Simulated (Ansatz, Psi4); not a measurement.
## Heat of formation of C2H2O (oxirene) from total energies

C2H2O has 5 atoms, charge 0, and is taken as a singlet. SMILES: `C1=CO1`. The shape is that of a PBE0-D4/def2-TZVP optimisation.

```xyz
5

C    -0.5508   -0.1800   -0.2817
C     0.4605    0.4138    0.1783
O     0.4012   -1.0385    0.4590
H    -1.4792   -0.3750   -0.7797
H     1.1683    1.1796    0.4241
```

Total energies at B3LYP/aug-cc-pVDZ (Psi4 1.11); the atoms run unrestricted:

| species | state | energy (Eh) |
| --- | --- | --- |
| C2H2O | singlet | -152.494225 |
| C | triplet | -37.854195 |
| O | triplet | -75.077162 |
| H | doublet | -0.501657 |

Harmonic wavenumbers at PBE0-D4/def2-TZVP, in cm⁻¹: 189, 552, 637, 912, 973, 1102, 1850, 3340, 3414.

Measured heats of formation of the gaseous atoms at 298.15 K, in kJ/mol: C 716.9, O 249.2, H 218.0. Spin-orbit lowering of the atoms at 298 K (mean of the ground term's levels less their thermal mean, from spectra), in kJ/mol: C 0.02, O 0.40. Take 1 Eh = 2625.50 kJ/mol, 1 cm⁻¹ = 0.0119627 kJ/mol, RT = 2.479 kJ/mol.

Problem. Work out the heat of formation of the gas at 298 K.

Solution. 
1. Electronic atomisation energy: 2 × (-37.854195) + (-75.077162) + 2 × (-0.501657) − (-152.494225) = 0.705359 Eh = 1851.9 kJ/mol.
2. Zero-point energy: half the sum of the wavenumbers, 6484.5 cm⁻¹ = 77.6 kJ/mol.
3. Thermal vibrational enthalpy, Σ hcν̃/(exp(hcν̃/kT) − 1): 2.7 kJ/mol. Translation, rotation and pV of a non-linear molecule: 4 RT = 9.9 kJ/mol.
4. The 5 free atoms carry 5/2 RT each: 31.0 kJ/mol.
5. Spin-orbit coupling lowers the free atoms by 2 × 0.02 + 0.40 = 0.4 kJ/mol.
6. Atomisation enthalpy at 298 K: 1851.9 − 0.4 − 77.6 − 2.7 − 9.9 + 31.0 = 1792.3 kJ/mol.
7. Sum of the atoms' heats of formation: 2119.0 kJ/mol. Heat of formation: 2119.0 − 1792.3 = +326.7 kJ/mol.

The tabulated value is +275.9 kJ/mol (Active Thermochemical Tables), so this level is off by +50.8 kJ/mol, or 2.8 % of the atomisation enthalpy that the table implies (1843.1 kJ/mol). Anharmonicity and any spin-orbit splitting of the molecule are left out.
